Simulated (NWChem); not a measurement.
Species: phosphine (PH3); SMILES P

```xyz
4

P      0.0000     0.0000     0.1336
H      0.4028    -1.1193    -0.6421
H     -1.1707     0.2109    -0.6421
H      0.7680     0.9085    -0.6421
```
Atoms are numbered in this order, from 1.

Program: NWChem. Coordinates come from a PBE0-D3(BJ)/def2-TZVP optimisation. Hartree-Fock couplings suffer from near triplet instabilities. Isotropic indirect couplings, all four terms, static geometry, non-relativistic.

**Question.** Predict the results for Hartree-Fock/pcJ-1. Quantities: J(31P atom 1, 1H atom 3) (Hz); J(1H atom 3, 1H atom 4) (Hz).

**Answer.** 
```yaml
J(31P atom 1, 1H atom 3) (Hz): 234.6
J(1H atom 3, 1H atom 4) (Hz): -25.6
```
